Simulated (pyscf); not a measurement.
**Hydrogen abstraction: H₃C–GaH–NH₂ + H• -> H₃C–GaH–NH• + H₂**

Gas phase, doublet surface, charge 0. Bonds broken: N1–H3. Bonds formed: H3–H5. Structures and frequencies: ωB97X-D3(BJ)/def2-SVP in PySCF.

Transition state (Å):

```xyz
10

N     -2.3222     0.2674     0.3237
Ga    -0.8708     1.2752    -0.2579
H     -1.8930    -0.9713     0.7740
H     -2.8678     0.5778     1.1342
H     -1.4734    -1.5418     1.2819
H     -1.1584     2.8036    -0.4597
C      0.7877     0.3469    -0.7254
H      1.1737     0.6802    -1.7014
H      1.5632     0.5708     0.0265
H      0.6426    -0.7435    -0.7497
```

One imaginary mode, 1040i cm⁻¹; descent along it reached the two sides named.

| bond | change | reactant side (Å) | saddle | product side |
|---|---|---|---|---|
| N1–H3 | breaks | 1.014 | 1.386 | 2.572 |
| H3–H5 | forms | 3.1 | 0.871 | 0.763 |

Electronic energies relative to the separated reactants (kJ/mol):

| level | barrier | reaction energy | reverse barrier |
|---|---|---|---|
| ωB97X-D3(BJ)/def2-TZVP | 73.0 | +46.0 | 27.0 |
| PBE/def2-TZVP | 51.4 | +46.9 | 4.5 |
| r²SCAN/def2-TZVP | 47.3 | +31.1 | 16.2 |
| B3LYP-D3(BJ)/def2-TZVP | 48.5 | +29.4 | 19.1 |
| PBE0-D3(BJ)/def2-TZVP | 65.2 | +50.1 | 15.0 |
| M06-2X/def2-TZVP | 83.4 | +51.3 | 32.0 |
| ωB97M-D3(BJ)/def2-TZVP | 73.9 | +47.1 | 26.8 |
| HF/def2-TZVP | 109.0 | +23.3 | 85.7 |

With ωB97M-D3(BJ)/def2-TZVP energies and thermal terms (ideal gas, 1 atm, RRHO with modes under 100 cm⁻¹ raised to 100, one conformer, R ln 2 for chiral ones without a mode under 150 cm⁻¹), in kJ/mol:

| T (K) | ΔH‡ | ΔG‡ | ΔH | ΔG |
|---|---|---|---|---|
| 298 | 64.8 | 92.8 | +38.8 | +32.2 |
| 600 | 62.9 | 122.0 | +39.5 | +25.1 |
| 900 | 62.1 | 151.8 | +38.7 | +18.0 |
| 1200 | 61.5 | 181.8 | +37.0 | +11.3 |

This saddle turned up in a search for another step; its sides and bond changes are read from the two ends of the descent. H₃C–GaH–NH• lies 141.4 kJ/mol over its isomer [H₃C–Ga–NH₂]• (electronic energy, ωB97M-D3(BJ)/def2-TZVP). This is the saddle that the search found; another between the same sides may lie lower. The angle at the transferred H is 157°. Elements up to Kr have no core potential and no relativistic terms here.
